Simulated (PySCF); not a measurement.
Static response to an electric field

Species: C₂H₃F₃.
Geometry (PBE0-D3(BJ)/def2-SVP, Å), atoms numbered from 1 in this order:
```
atom  x, y, z in Å
C1     0.7854   -0.1289    0.0347
C2    -0.6925    0.1129   -0.0309
F3    -1.1771   -0.1287   -1.2544
F4    -0.9958    1.3794    0.2752
F5    -1.3587   -0.6730    0.8225
H6     0.9983   -1.1737   -0.2237
H7     1.1445    0.0771    1.0509
H8     1.2960    0.5349   -0.6743
```

Level: PBE0/def2-SVPD (PySCF), static field, nuclei fixed, core orbitals frozen in the response. The polarisability tensor in these axes (au):

```
x   30.27 -0.23  0.07
y   -0.23 28.88 -0.01
z    0.07 -0.01 28.85
```

Problem. Give the principal values, the mean and the anisotropy Δα = √{½[(α1 − α2)² + (α2 − α3)² + (α1 − α3)²]}.

Solution. Principal values 28.84, 28.85 and 30.30 au; mean 29.33 au = 4.35 Å³ = 4.84 × 10⁻⁴⁰ C²·m²/J; Δα = 1.46 au (5 % of the mean).

Problem. What is the dipole moment, and where does it point?

Solution. (2.28, -0.37, 0.10) D, 2.31 D in size, pointing from the negative to the positive side. Measured along this direction, the outermost atoms are F5, F3 and F4 at the negative end and H6, H7 and H8 at the positive end.

Problem. Estimate the molar refractivity from the static electronic polarisability.

Solution. Lorentz–Lorenz: R = (4π/3)N_A α = 2.5225 cm³/(mol·Å³) × 4.35 Å³ = 11.0 cm³/mol, in the limit of long wavelengths.

Problem. Traceless (Buckingham) quadrupole moment about the centre of nuclear charge: eigenvalues?

Solution. -1.48, -1.47, 2.95 D·Å. The values depend on the origin, since the dipole doesn't vanish. The electronic extent ⟨r²⟩ about the same centre is 331 bohr², a root-mean-square distance of 1.49 Å for the 42 electrons.

Problem. Find the Langevin capture rate constant for NO+ (29.998 u) meeting this molecule (84.019 u), k = 2.342 × 10⁻⁹ cm³/s × √(α in Å³ / reduced mass in u).

Solution. The reduced mass is 22.11 u, so k = 1.04 × 10⁻⁹ cm³/s. The formula leaves out the permanent dipole, which adds to the capture rate.

Geometry: PBE0-D3(BJ)/def2-SVP; no solvent, vibrations or thermal averaging.
